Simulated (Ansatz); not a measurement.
**Relaxing SrHf**

Method: Ansatz, DFT PBE, scalar-relativistic, plane waves, PAW. Cutoff 420 eV, Γ-centred k mesh, Gaussian smearing, no spin polarisation in the final step.

The start puts SrHf on the CuPt (L1_1) structure type (R-3m, No. 166), with Sr in place of Cu, Hf in place of Pt, at a guessed volume.

```
CELL_PARAMETERS angstrom
1.66122 0.95911 5.29131
-1.66122 0.95911 5.29131
0.00000 -1.91822 5.29131
ATOMIC_POSITIONS crystal
Sr 0.00000 0.00000 0.00000
Hf 0.50000 0.50000 0.50000
```

Cell and atoms relax at zero pressure; the relaxation can't lower the symmetry of the start. After a coarse first stage the cell is made exact in the group found at 0.06 Å.

The zero of energy is the elements' standard structures at the same level; no fitted shifts are applied.

Question: Describe the relaxed structure.

Answer: It keeps R-3m (No. 166). The result has the CuPt (L1_1) structure. Conventional cell: a = 3.404 Å, c = 18.174 Å. Around Sr lie 6 Sr at 3.40 Å and 6 Hf at 3.61 Å; around Hf lie 6 Hf at 3.40 Å and 6 Sr at 3.61 Å.

```cif
data_structure
_symmetry_space_group_name_H-M 'R-3m:H'
_symmetry_Int_Tables_number 166
_cell_length_a 3.4037
_cell_length_b 3.4037
_cell_length_c 18.1736
_cell_angle_alpha 90.000
_cell_angle_beta 90.000
_cell_angle_gamma 120.000
_cell_volume 182.34
loop_
_atom_site_label
_atom_site_type_symbol
_atom_site_symmetry_multiplicity
_atom_site_Wyckoff_symbol
_atom_site_fract_x
_atom_site_fract_y
_atom_site_fract_z
_atom_site_occupancy
Sr1 Sr 3 a 0.00000 0.00000 0.00000 1
Hf1 Hf 3 b 0.66667 0.33333 0.83333 1
```

Question: What are its volume, energy, density and gap?

Answer: The volume per atom is 30.39 Å³ and the density is 7.27 g/cm³. The energy over the elements is 0.75 eV/atom and the gap on the 18×18×18 mesh is 0 eV (a metal).

The final run used a 18×18×18 mesh on its 2-atom cell and 0.10 eV smearing. For metals, differences of a few meV/atom aren't resolved. Spin–orbit coupling is left out. A structure relaxed within its symmetry needn't be a true minimum. The steps took of the order of 2.4 core-minutes in all.